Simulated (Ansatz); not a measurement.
Ansatz (a quantum-chemistry and plane-wave program) input:

Ansatz 0.2 input:
```yaml
crystal:
  periodic: [false, false, false]
  atoms:
    - {symbol: C, position_ang: [-0.00000000, -0.00000000, -1.11416072]}
    - {symbol: S, position_ang: [0.00000000, 0.00000000, 0.41781027]}
basis:
  gaussian:
    orbitals: def2-TZVPD
hamiltonian:
  xc: {name: B2GP-PLYP}
magnetization: {spin_polarized: false}
correlation: {electrons: outside_noble_gas}
```

What final total energy does it print?

-436.03104 Eh (B2GP-PLYP/def2-TZVPD). The basis has 83 functions.
